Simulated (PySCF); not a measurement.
System: zinc-blende AlN (metastable phase). Method: LNO-CCSD(T) in PySCF (GTH pseudopotentials, Gaussian basis).

The same calculation (at the measured cell, 10.503 Å³/atom) with different numerical settings; throughout: k mesh 2×2×2:

```csv
run,basis,LNO threshold,total energy (eV/atom),rough time
1,DZ,3e-05,-163.0322,3 core-min
2,DZ,1e-05,-163.0247,10 core-min
3,DZ,3e-06,-163.0318,30 core-min
4,TZ,3e-05,-164.3623,6 core-min
5,TZ,1e-05,-164.3598,30 core-min
6,TZ,3e-06,-164.3660,3 core-h
```

In the column total energy (eV/atom) the first row differs from the last by +1.3338 and the next to last by +0.0062.

The last row is no converged limit: other settings stay fixed.
